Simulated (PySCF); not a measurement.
All values below come from PBE-D3(BJ)/def2-TZVP // B3LYP-D3(BJ)/def2-TZVP (PySCF). All species are isolated molecules in the gas phase. 

Reference species (SMILES): `F[SiH3]` (neutral, multiplicity 1).

```json
{
 "dipole_moment": "1.21 D"
}
```

Changed species: `F[Si](F)(F)F` (whole molecule; the reference has whole molecule).

Task: Predict the effect on the dipole moment.

Result: the dipole moment decreases by 1.21 D, to 0.00 D.
